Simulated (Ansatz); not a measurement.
# CH4Si (singlet): the correlation ladder, cc-pVDZ

The task here is to estimate one member of a computed series from the others.

Method: cc-pVDZ, core rule «outside noble gas», up to 6 orbitals frozen; program: Ansatz 0.2.0, Gaussian basis.

Plan: UHF; CCSD(T) on RHF; CCSD(T) on UHF; BCCD(T) on RHF; CISD; CCSDT(Q) on RHF; CCSDT(Q) on UHF; CASSCF and MRCISD+Q, 8 electrons in 8 orbitals; CASSCF and NEVPT2, 8 electrons in 8 orbitals.

23 further runs of the same task are left out: 10 that didn't finish, 13 set aside as unsound or not needed.

### What is computed

The geometry is a PBE0/def2-TZVP stationary point (not a proven minimum) of the parent state, kept for this charge and spin.

6 atoms, charge 0, spin multiplicity 1.

Atoms are counted from 1 here; the program's logs count them from 0.

Bond lengths: Si1–C2 1.808 Å, Si1–H3 1.490 Å, Si1–H4 1.488 Å, Si1–H5 1.488 Å, C2–H6 1.078 Å. Angles: C2–Si1–H3 110.7°, C2–Si1–H4 110.1°, C2–Si1–H5 110.1°, H3–Si1–H4 108.7°, H3–Si1–H5 108.7°, H4–Si1–H5 108.5°, Si1–C2–H6 159.0°.

The first run:

Contents of in.yaml:

```yaml
crystal:
  periodic: [false, false, false]
  atoms:
    - {symbol: Si, position_ang: [0.000000, 0.015493, 0.520743]}
    - {symbol: C, position_ang: [0.000000, -0.067882, -1.284914]}
    - {symbol: H, position_ang: [0.000009, 1.432439, 0.982077]}
    - {symbol: H, position_ang: [1.207154, -0.663745, 1.063509]}
    - {symbol: H, position_ang: [-1.207163, -0.663730, 1.063509]}
    - {symbol: H, position_ang: [0.000002, 0.272219, -2.308057]}
basis:
  gaussian: {orbitals: cc-pVDZ}
magnetization: {spin_polarized: true, initial_magnetization: 0}
hamiltonian: {xc: hf}
output: {orbitals: {seedname: orbitals}}
```

Command:

```console
> ansatz run in.yaml --threads 1 --pin off --events-out ev --progress --plain --max-ram 2393MiB
```

Steps of the session up to this table: UHF; CCSD(T) on RHF; CCSD(T) on UHF; BCCD(T) on RHF; CISD; CCSDT(Q) on RHF; CCSDT(Q) on UHF; CASSCF and MRCISD+Q, 8 electrons in 8 orbitals; CASSCF and NEVPT2, 8 electrons in 8 orbitals.

One of the session's tables, all rows but one given; the rest of the session is left out.

```
   method  from RCCSDT(Q) (meV)
      RHF               +7294.4
      UHF               +5907.9
     RMP2               +1714.3
     UMP2                +690.1
     CISD               +1036.3
    RCCSD                +409.6
    UCCSD                     ?
 RCCSD(T)                +197.1
 UCCSD(T)                -959.4
  BCCD(T)                +196.7
   RCCSDT                 +39.6
   UCCSDT               -1283.4
RCCSDT(Q)                     0
UCCSDT(Q)               -1340.2
```

**Question.** Estimate the row for UCCSD.

The run gave: from RCCSDT(Q) (meV): -686.2. In the column «from RCCSDT(Q) (meV)» it lies between UCCSD(T) (-959.4) and RCCSDT(Q) (0).

Left out of the table: CASSCF frontier, NEVPT2 frontier, MRCISD frontier, MRCISD+Q frontier (the active space lost an orbital or holds another state than full CI finds).

Caveats from the session: The determinant is far from a pure spin state, so its energy mixes those of several spin states (harmless only where they are near-degenerate, as at dissociation). The report flags that the cluster equations may have other roots. The program flags UCCSD(T), RCCSDT(Q), UCCSDT(Q) as in doubt, so the zero of the table is itself unsure. Warnings: restricted reference is unstable; spin contamination. Restricted and unrestricted rows rest on different reference determinants; where their highest levels disagree by more than a few hundredths of an eV, they describe different states and don't form one ladder. Warnings in the runs' records: passed over end.
